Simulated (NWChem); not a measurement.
# formamide (CH3NO); SMILES NC=O

```xyz
6

N     -0.1838     1.0729     0.0000
C      0.3844    -0.1567     0.0000
O     -0.2170    -1.2023     0.0000
H     -1.1937     1.1499     0.0000
H      0.3750     1.9139     0.0000
H      1.5020    -0.1003     0.0000
```
Atoms are numbered in this order, from 1.

Level: PBE0/def2-SVP (NWChem), optimised geometry, unscaled harmonic frequencies. 

```json
[
 {"frequency (cm⁻¹)": "282", "IR intensity (km/mol)": "220.4"},
 {"frequency (cm⁻¹)": "571", "IR intensity (km/mol)": "12.0"},
 {"frequency (cm⁻¹)": "660", "IR intensity (km/mol)": "24.2"},
 {"frequency (cm⁻¹)": "1058", "IR intensity (km/mol)": "0.1"},
 {"frequency (cm⁻¹)": "1059", "IR intensity (km/mol)": "1.0"},
 {"frequency (cm⁻¹)": "1291", "IR intensity (km/mol)": "84.5"},
 {"frequency (cm⁻¹)": "1425", "IR intensity (km/mol)": "5.3"},
 {"frequency (cm⁻¹)": "1589", "IR intensity (km/mol)": "83.1"},
 {"frequency (cm⁻¹)": "1892", "IR intensity (km/mol)": "390.0"},
 {"frequency (cm⁻¹)": "2952", "IR intensity (km/mol)": "111.6"},
 {"frequency (cm⁻¹)": "3617", "IR intensity (km/mol)": "43.7"},
 {"frequency (cm⁻¹)": "3765", "IR intensity (km/mol)": "56.5"}
]
```

| Property | Value |
|---|---|
| zero-point energy | 28.8 kcal/mol |
| thermal correction to the enthalpy at 298.15 K (with zero-point energy) | 31.7 kcal/mol |
| heat capacity Cv | 10.6 cal/(mol K) |
| entropy at 298.15 K and 1 atm (symmetry number 1) | 61.1 cal/(mol K) |
| dipole moment | 3.88 D |

Rigid rotor and harmonic oscillator.
